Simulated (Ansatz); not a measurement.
**C3H8O: energies up the ladder**

Aim: energies up the ladder, for C3H8O, with the cost of each level.

Method: the levels named in each step, in Ansatz 0.2.0.

### Step 1. The starting structure

Bond lengths: C1–C2 1.523 Å, C2–C3 1.529 Å, C3–O4 1.408 Å, C1–H5 1.087 Å, C1–H6 1.087 Å, C1–H7 1.088 Å, C2–H8 1.092 Å, C2–H9 1.094 Å, C3–H10 1.093 Å, C3–H11 1.101 Å, O4–H12 0.964 Å. Angles (14 of 19 angles, heavy atoms first): C1–C2–C3 111.6°, C2–C3–O4 112.9°, C1–C2–H8 110.0°, C1–C2–H9 109.5°, C3–C2–H8 108.8°, C3–C2–H9 109.0°, C2–C1–H5 110.5°, C2–C1–H6 110.4°, C2–C1–H7 110.5°, C2–C3–H10 110.1°, C2–C3–H11 109.6°, O4–C3–H10 105.4°, O4–C3–H11 110.4°, C3–O4–H12 108.6°.

As a file:

```xyz
12

C     1.9585   -0.0284   -0.0959
C     0.5736    0.4114    0.3590
C    -0.5282   -0.3923   -0.3322
O    -1.8205   -0.0262    0.0911
H     2.1220   -1.0766    0.1425
H     2.7251    0.5622    0.3994
H     2.0650    0.0994   -1.1710
H     0.4777    0.2832    1.4392
H     0.4347    1.4735    0.1344
H    -0.4319   -1.4523   -0.0856
H    -0.4362   -0.2819   -1.4237
H    -1.9368    0.9188   -0.0590
```

### Step 2. A rough first relaxation, PBE-D4/def2-SVP

Contents of input.yaml:

```yaml
crystal:
  periodic: [false, false, false]
  atoms:
    - { symbol: C, position_ang: [1.95845, -0.02842, -0.09585] }
    - { symbol: C, position_ang: [0.57356, 0.41143, 0.35903] }
    - { symbol: C, position_ang: [-0.52821, -0.39232, -0.3322] }
    - { symbol: O, position_ang: [-1.82047, -0.02617, 0.0911] }
    - { symbol: H, position_ang: [2.12204, -1.07656, 0.14254] }
    - { symbol: H, position_ang: [2.72509, 0.56218, 0.3994] }
    - { symbol: H, position_ang: [2.06497, 0.09942, -1.17101] }
    - { symbol: H, position_ang: [0.47769, 0.28318, 1.43916] }
    - { symbol: H, position_ang: [0.43469, 1.47349, 0.13445] }
    - { symbol: H, position_ang: [-0.43188, -1.45229, -0.08557] }
    - { symbol: H, position_ang: [-0.43622, -0.2819, -1.42365] }
    - { symbol: H, position_ang: [-1.93683, 0.9188, -0.05903] }
basis:
  gaussian: { orbitals: def2-SVP }
hamiltonian:
  xc: pbe
  dispersion: d4
relax:
  f_tol: 0.03
  max_steps: 200
```

The run is started by

```sh
ansatz run input.yaml --threads 4 --pin off --max-ram 10240MiB --backend cpu --events-out ev --progress --plain --runs-dir out
```

Further steps of the session: Relaxation, PBE0-D4/def2-TZVPP; Frequencies, PBE0-D4/def2-TZVPP; Single point, PBE-D4/def2-TZVPP; Single point, r2SCAN-D4/def2-TZVPP; Single point, B3LYP-D4/def2-TZVPP; Single point, wB97M-V/def2-TZVPP; Single point, B2PLYP/def2-TZVPP; Single point, LDA/def2-TZVPP; Single point, PBE0-D4/def2-SVP; Single point, PBE-D4/def2-SVP; Single point, CCSD(T)/def2-TZVPP; Single point, MP2/def2-QZVPP.

What does the calculation give? Wanted: C1–C2 at PBE0-D4/def2-TZVPP; C2–C3 at PBE0-D4/def2-TZVPP; C3–O4 at PBE0-D4/def2-TZVPP; frequencies at PBE0-D4/def2-TZVPP; energy at CCSD(T)/CBS.

As calculated:

| quantity | value |
| --- | --- |
| C1–C2 at PBE0-D4/def2-TZVPP | 1.519 Å |
| C2–C3 at PBE0-D4/def2-TZVPP | 1.516 Å |
| C3–O4 at PBE0-D4/def2-TZVPP | 1.412 Å |
| frequencies at PBE0-D4/def2-TZVPP | 134 to 3881 cm⁻¹ |
| energy at CCSD(T)/CBS | -5282.912 eV |

What this shows: No mode is imaginary, so the geometry is a minimum. These totals serve in differences with atoms or fragments at the same level; alone they don't rank the methods.
